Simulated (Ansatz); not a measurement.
**SiNH (singlet): the correlation ladder at a displaced geometry (v2), cc-pVTZ**

The task here is to estimate one member of a computed series from the others.

The runs use Ansatz 0.2.0, Gaussian basis; cc-pVTZ, core rule «outside noble gas», up to 6 orbitals frozen.

To be run: UHF; CCSD(T) on RHF; BCCD(T) on RHF; CCSDT(Q) on RHF; CASSCF and NEVPT2, 10 electrons in 9 orbitals.

8 further runs of the same task are left out: 3 that didn't finish, 5 set aside as unsound or not needed. Runs told in other sessions of the task aren't counted.

### What is computed

The geometry is a PBE0/def2-TZVP stationary point (not a proven minimum) with its atoms shifted at random (size 0.100 Å).

3 atoms, charge 0, spin multiplicity 1.

Atoms are counted from 1 here; the program's logs count them from 0.

Bond lengths: Si1–N2 1.566 Å, N2–H3 0.995 Å. Angles: Si1–N2–H3 169.3°.

Set-up of the first run:

Contents of in.yaml:

```yaml
crystal:
  periodic: [false, false, false]
  atoms:
    - {symbol: Si, position_ang: [0.084376, 0.005225, -1.368632]}
    - {symbol: N, position_ang: [-0.080498, 0.013599, 0.188598]}
    - {symbol: H, position_ang: [-0.003878, -0.018825, 1.180034]}
basis:
  gaussian: {orbitals: cc-pVTZ}
magnetization: {spin_polarized: true, initial_magnetization: 0}
hamiltonian: {xc: hf}
output: {orbitals: {seedname: orbitals}}
```

The run is started by

```bash
> ansatz run in.yaml --threads 1 --pin off --events-out ev --progress --plain --max-ram 2393MiB
```

Steps of the session up to this table: UHF; CCSD(T) on RHF; BCCD(T) on RHF; CCSDT(Q) on RHF; CASSCF and NEVPT2, 10 electrons in 9 orbitals.

One of the session's tables, all rows but one given; the rest of the session is left out.

```
        method  from RCCSDT(Q) (meV)
           RHF               +9238.2
          RMP2                +797.0
         RCCSD                +542.3
      RCCSD(T)                     ?
       BCCD(T)                 +55.8
        RCCSDT                 +47.8
     RCCSDT(Q)                     0
CASSCF valence               +5562.5
NEVPT2 valence               +1400.6
```

**Question.** Estimate the row for RCCSD(T).

The run gave: from RCCSDT(Q) (meV): +56.5. In the column «from RCCSDT(Q) (meV)» it lies between BCCD(T) (+55.8) and RCCSD (+542.3).
